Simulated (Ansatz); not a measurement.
Reaction: C2H5B (SMILES BC=C) → BH2 (SMILES [BH2], doublet) + C2H3 (SMILES [CH]=C, doublet) (the B-C bond breaks)
Each species at its own B3LYP-D3(BJ)/def2-TZVP minimum (Ansatz, an electronic-structure program).

Property: bond dissociation energy (electronic), in kcal/mol. Radicals and triplets start from unrestricted determinants; spin-orbit coupling is neglected. CBS(X,Y): correlation extrapolated as X^-3, Hartree-Fock from the larger set. A bracket is a step between two methods taken in the basis named. The functionals are non-relativistic, so their misses hold any scalar relativity. '+ core + X2C': CCSD(T) terms for core correlation (cc-pwCVTZ) and scalar relativity (cc-pVTZ-DK). The restricted determinant of C2H5B (BC=C, singlet) is unstable towards broken spin symmetry in at least one set run. The UHF reference of C2H3 ([CH]=C, doublet) is spin-contaminated (<S^2> up to 0.19 over the pure value in the sets run).

CCSD(T)/CBS(cc-pVTZ,cc-pVQZ) + [CCSDT(Q) - CCSD(T)]/cc-pVDZ + core + X2C (Ansatz) gives 122.9 kcal/mol.

Q: What does PBE/def2-TZVPD (Ansatz) give here, and how do the other levels compare?

A: PBE gives 120.1 kcal/mol, 2.8 kcal/mol below it. Differences of the others: B3LYP/def2-TZVPD (Ansatz) -5.0; PBE0/def2-TZVPD (Ansatz) -3.3; wB97M-V/def2-TZVPD (Ansatz) 1.4; CCSD(T)/CBS(cc-pVTZ,cc-pVQZ) + core + X2C (Ansatz) 0.3 kcal/mol.
